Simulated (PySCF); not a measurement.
## Rotational lines of PO⁺

Lines J+1 ← J of the vibrational ground state, computed from PBE0 constants of PO⁺, ¹Σ⁺ (singlet), closed shell (P def2-TZVP, O def2-TZVP; no relativity (PySCF 2.14); masses 30.9738 and 15.9949 u), in MHz:

```tsv
J	ν (MHz)
0	47379.7
1	94758.7
2	142136.5
3	189512.3
4	236885.4
```

Problem. Find B0 and the effective bond length r0; with αe = 0.00466 cm⁻¹, find Re.

Solution. ν = 2B0(J+1) − 4D(J+1)³ gives B0 = 0.79021 cm⁻¹. With the reduced mass μred = 10.548 u, r0 = √(16.8576/(μred·B0)) (u, cm⁻¹, Å) = 1.4221 Å. Be = B0 + αe/2 = 0.79254 cm⁻¹ gives Re = 1.420 Å.

For an ion De counts to the pair picked by the measured ionisation energies or electron affinities, which need not be the lowest pair at this level.
